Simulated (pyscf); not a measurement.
## Addition across a multiple bond or ene-type step: H₂C=CH₂ (SMILES C=C) + H₂O (SMILES O) → H₃C–CH₂–OH (SMILES CCO)

Gas phase, singlet surface, charge 0. Bonds broken: O7–H8. Bonds formed: C1–O7, C2–H8. Single points on ωB97X-D3(BJ)/def2-SVP structures (PySCF, gas phase). MP2 and CC: frozen core, UHF for open shells. ΔMP2 is the change of the MP2 total energy from the triple- to the quadruple-zeta basis.

Transition state (Å):

```xyz
9

C     -0.3557     0.7410    -0.0619
C      0.4020    -0.4255     0.2531
H      0.0713     1.7379     0.0884
H     -1.1332     0.7108    -0.8357
H      0.2056    -1.3353    -0.3256
H      1.4380    -0.2886     0.5819
O     -1.3696     0.7018     1.4217
H     -0.5796    -0.2001     1.3507
H     -2.2576     0.3649     1.2153
```

One imaginary mode, 1921i cm⁻¹; descent along it reached the two sides named.

```tsv
bond	change	reactant side (Å)	saddle	product side
O7–H8	breaks	0.965	1.201	2.7
C1–O7	forms	3.1	1.797	1.412
C2–H8	forms	2.9	1.490	1.101
```

Electronic energies relative to the separated reactants (kcal/mol):

```csv
level,barrier,reaction energy,reverse barrier
ωB97X-D3(BJ)/def2-TZVP,53.2,-19.5,72.6
PBE/def2-TZVP,44.0,-17.7,61.7
r²SCAN/def2-TZVP,47.6,-18.8,66.3
B3LYP-D3(BJ)/def2-TZVP,52.2,-16.0,68.2
PBE0-D3(BJ)/def2-TZVP,48.7,-20.6,69.4
M06-2X/def2-TZVP,53.5,-18.3,71.9
ωB97M-D3(BJ)/def2-TZVP,52.8,-16.9,69.7
HF/def2-TZVP,74.8,-13.9,88.7
MP2/def2-QZVPP,54.4,-15.0,69.3
CCSD/def2-TZVPP,60.4,-14.7,75.2
CCSD(T)/def2-TZVPP,56.7,-14.5,71.2
CCSD(T)/def2-TZVPP + ΔMP2(QZVPP),57.0,-14.0,71.0
```

With CCSD(T)/def2-TZVPP + ΔMP2(QZVPP) energies and thermal terms (ideal gas, 1 atm, RRHO with modes under 100 cm⁻¹ raised to 100, one conformer, R ln 2 for rigid chiral ones), in kcal/mol:

```tsv
T (K)	ΔH‡	ΔG‡	ΔH	ΔG
298	55.2	64.9	-10.6	-1.1
600	55.2	74.8	-10.9	+8.7
900	55.9	84.5	-10.4	+18.4
1200	56.8	93.9	-9.5	+27.9
```

One saddle was located; it need not be the lowest between these sides. The CCSD(T) − MP2 part came from Ansatz, without density fitting, on the same reference.
